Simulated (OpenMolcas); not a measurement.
# doublet AlH+: levels of theory compared

We compute a comparison of 6 runs (UBHLYP/def2-TZVPPD, UM06-L/def2-TZVPPD, UPBE/def2-TZVPPD, UPBE0/def2-TZVPPD, ROMP2/def2-TZVPPD, ROCCSD(T)/def2-TZVPPD) of doublet AlH+. 

The calculation is run with OpenMolcas 26.06.

### Step 1. The structure to begin with

AlH+: 2 atoms, total charge +1, spin state doublet. SMILES of the parent species: `[AlH]`. The coordinates come from a PBE0-D4/def2-TZVP relaxation. That shape belongs to the parent species and isn't relaxed for this state.

Bond lengths: Al1–H2 1.665 Å.

### Step 2. A single-point energy at UBHLYP/def2-TZVPPD (run 1)

geom.xyz

```xyz
2

Al     0.000000     0.000000    -0.025640
H      0.000000     0.000000     1.639110
```

mol.input

```
* AlH Kohn-Sham DFT
&GATEWAY
BasLib=$CurrDir
Coord=geom.xyz
Basis=def2-TZVPPD
Group=NoSym
&SEWARD
GridInput
Grid=UltraFine
End of Grid
&SCF
UHF
Charge=1
Spin=2
KSDFT=HYB_GGA_XC_BHANDHLYP
Thresholds=1e-10 1e-07 1e-07 1e-05
PrOrbitals=1 1
```

The basis set def2-TZVPPD is read from a file made from the Basis Set Exchange's data (not shown).

Launch:

```
$ export MOLCAS_MEM=1860
$ pymolcas mol.input > mol.log
```

Log:

```text
--- Start Module: gateway ---
[...]
--- Stop Module: gateway /rc=_RC_ALL_IS_WELL_ ---
--- Start Module: seward ---
[...]
      Basis functions           65
--- Stop Module: seward /rc=_RC_ALL_IS_WELL_ ---
--- Start Module: scf ---
[...]
       Convergence after  14 Iterations
[...]
::    Total KS-DFT energy                            -242.6849119950
[...]
      Total spin, S                                     0.5082023028
[...]
      Total electronic charge=   13.000000
      Total            charge=    1.000000
[...]
      Dipole Moment (debye):
      Origin of the operator (angstrom)=    0.0000    0.0000    0.0343
                   X=  3.6000E-16               Y= -4.6378E-16               Z= -3.4826E-01           Total=  3.4826E-01
      Center of Charge (angstrom)
[...]
--- Stop Module: scf /rc=_RC_ALL_IS_WELL_ ---
[...]
```

Wall time 10 s (1 thread of Arm Neoverse V1, shared host); peak memory 0.4 GiB.

### Step 3. A single-point energy at UM06-L/def2-TZVPPD (run 2)

run.input

```
&GATEWAY
BasLib=$CurrDir
Coord
2
angstrom
Al       0.000000       0.000000      -0.025640
H        0.000000       0.000000       1.639110
Basis=def2-TZVPPD
Group=NoSym
&SEWARD
GridInput
Grid=UltraFine
End of Grid
&SCF
UHF
Charge=1
Spin=2
KSDFT=M06L
Thresholds=1e-10 1e-07 1e-07 1e-05
PrOrbitals=1
```

The basis set def2-TZVPPD is read from a file made from the Basis Set Exchange's data (not shown).

Launch:

```
$ export MOLCAS_MEM=1860
$ pymolcas run.input > run.log
```

Log:

```text
--- Start Module: gateway ---
[...]
--- Stop Module: gateway /rc=_RC_ALL_IS_WELL_ ---
--- Start Module: seward ---
[...]
      Basis functions           65
--- Stop Module: seward /rc=_RC_ALL_IS_WELL_ ---
--- Start Module: scf ---
[...]
       Convergence after  17 Iterations
[...]
::    Total KS-DFT energy                            -242.6686667884
[...]
      Total spin, S                                     0.5031866970
[...]
      Total electronic charge=   13.000000
      Total            charge=    1.000000
[...]
      Dipole Moment (debye):
      Origin of the operator (angstrom)=    0.0000    0.0000    0.0343
                   X= -8.3064E-16               Y=  1.1524E-15               Z= -2.9826E-01           Total=  2.9826E-01
      Center of Charge (angstrom)
[...]
--- Stop Module: scf /rc=_RC_ALL_IS_WELL_ ---
[...]
```

Wall time 18 s (1 thread of Arm Neoverse V1, shared host); peak memory 0.4 GiB.

Runs 3 to 5 aren't shown in full; the table further down has their settings and results.

### Step 4. The energy at ROCCSD(T)/def2-TZVPPD (run 6)

run.inp

```
* AlH CCSD(T)
>>> EXPORT MOLCAS_PRINT=2
&GATEWAY
BASLIB = $CurrDir
COORD
2
angstrom
Al       0.000000       0.000000      -0.025640
H        0.000000       0.000000       1.639110
BASIS = def2-TZVPPD
GROUP = NoSym
&SEWARD
&SCF
UHF
CHARGE = 1
SPIN = 2
THRESHOLDS = 1e-10 1e-07 1e-07 1e-05
PRORBITALS = 1
&RASSCF
FILEORB = $Project.UnaOrb
SPIN = 2
NACTEL = 1 0 0
INACTIVE = 6
RAS2 = 1
OUTORBITALS = Canonical
ORBLISTING = Few
&MOTRA
JOBIPH
FROZEN = 5
&CCSDT
CCT
TRIPLES = 3
ITERATIONS = 80
ACCURACY = 1e-08
EXTRAPOLATION = 5 4
```

The basis set def2-TZVPPD is read from a file made from the Basis Set Exchange's data (not shown).

Launch:

```
$ export MOLCAS_MEM=1860
$ pymolcas run.inp > run.log
```

Log:

```text
--- Start Module: gateway ---
[...]
--- Stop Module: gateway /rc=_RC_ALL_IS_WELL_ ---
[...]
      Basis functions           65
[...]
       Convergence after  16 Iterations
[...]
::    Total SCF energy                               -242.1913885382
[...]
      Total spin, S                                     0.5175147602
[...]
      Number of active orbitals                  1
[...]
      Spin quantum number                      0.5
[...]
      Active orbitals                            1
[...]
      Number of CSFs                             1
[...]
      Number of root(s) required                 1
[...]
      Convergence after 11 iterations
[...]
      printout of CI-coefficients larger than  0.05 for root  1
      energy=    -242.186232
      conf/sym  1     Coeff  Weight
             1  u   1.00000 1.00000
      Natural orbitals and occupation numbers for root  1
      sym 1:   1.000000
      ************************************************************************************************************************
      *                                                    Final results                                                     *
[...]
::    RASSCF root number  1 Total energy:   -242.18623191
[...]
      Total electronic charge=   13.000000
      Total            charge=    1.000000
[...]
      Dipole Moment (debye):
      Origin of the operator (angstrom)=    0.0000    0.0000    0.0343
                   X=  5.8010E-08               Y=  2.2671E-09               Z= -7.2865E-01           Total=  7.2865E-01
      Center of Charge (angstrom)
[...]
--- Start Module: motra ---
[...]
      *** WARNING: Default frozen orbitals is overwritten by user input.
      *** Default values:   2
[...]
--- Stop Module: motra /rc=_RC_ALL_IS_WELL_ ---
--- Start Module: ccsdt ---
[...]
      Convergence after                    14  Iterations
      Total energy (diff) :    -242.23724171      -0.00000001
[...]
 METHOD                       : CCSD+T(CCSD)+<T3(1)WT1>+<T3(1)UT2> = CCSD(T)
[...]
       CCSD     =      -242.2372417083301
[...]
--- Stop Module: ccsdt /rc=_RC_ALL_IS_WELL_ ---
[...]
```

It took 5.7 s on 1 thread of Arm Neoverse V1, shared host; peak memory 0.4 GiB.

### Step 5. All runs side by side

```
run                  level  integration grid  frozen core orbitals  energy (Eh)  HOMO energy (eV)  LUMO energy (eV)   ⟨S²⟩  wall time
  1     UBHLYP/def2-TZVPPD         UltraFine                     –  -242.684912            -15.06             -9.61  0.766       10 s
  2     UM06-L/def2-TZVPPD         UltraFine                     –  -242.668667            -13.13            -11.52  0.756       18 s
  3       UPBE/def2-TZVPPD         UltraFine                     –  -242.539180            -13.03            -11.34  0.756       11 s
  4      UPBE0/def2-TZVPPD         UltraFine                     –  -242.561432            -14.11            -10.39  0.761       10 s
  5      ROMP2/def2-TZVPPD                 –                     5  -242.225446                 –                 –      –      4.5 s
  6  ROCCSD(T)/def2-TZVPPD                 –                     5  -242.238107                 –                 –      –      5.7 s
```

### Step 6. Results

| quantity | value |
| --- | --- |
| run 6: total energy | -242.23811 Eh |
| run 6: (T) correction | -0.87 mEh |

**Reading.** Totals of different functionals can't be ranked against each other. All runs together took 60 s, the longest 18 s.
